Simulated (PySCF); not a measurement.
**Bond curve of AlC**

Set-up: PySCF, no relativity, basis sets Al def2-SVPD, C def2-SVPD. Energies in eV from Al + C in their ground configurations at the same level. State: ⁴Σ⁻ (quartet), unpaired electrons σ ↑, π ↑↑.

All columns are ωB97X. A positive dipole means Al(−)C(+).

```
R (Å)  E (eV)  μ (D)  Mulliken charge on Al (basis-dependent)  HOMO (eV)  LUMO (eV)  Mayer bond order  ⟨S²⟩
1.698  -2.719  -0.64                                     0.19      -8.45      -1.31              1.31  3.76
1.778  -3.131  -0.86                                     0.22      -8.50      -1.16              1.24  3.76
1.857  -3.358  -1.13                                     0.26      -8.55      -1.03              1.18  3.76
1.916  -3.439  -1.35                                     0.29      -8.57      -0.95              1.14  3.76
1.975  -3.462  -1.58                                     0.32      -8.59      -0.87              1.10  3.76
2.034  -3.440  -1.83                                     0.34      -8.60      -0.80              1.06  3.76
2.113  -3.361  -2.19                                     0.37      -8.59      -0.73              1.02  3.76
2.212  -3.205  -2.64                                     0.39      -8.55      -0.67              0.98  3.76
2.330  -2.967  -3.21                                     0.41      -8.45      -0.63              0.94  3.76
2.489  -2.608  -3.96                                     0.43      -8.22      -0.64              0.91  3.76
```

A fit through these points gives, at Re = 1.973 Å, μ = -1.58 D and dμ/dR = -4.11 D/Å; the reduced mass is 8.306 u.

Question: How strong is the fundamental in the double-harmonic approximation, I = 42.26·(dμ/dR)²/μred km/mol?

Answer: I = 42.26·(-4.11)²/8.306 = 85.9 km/mol at ωB97X.

The state is the lowest determinant that a PBE0 search found; another state may lie lower at other levels.
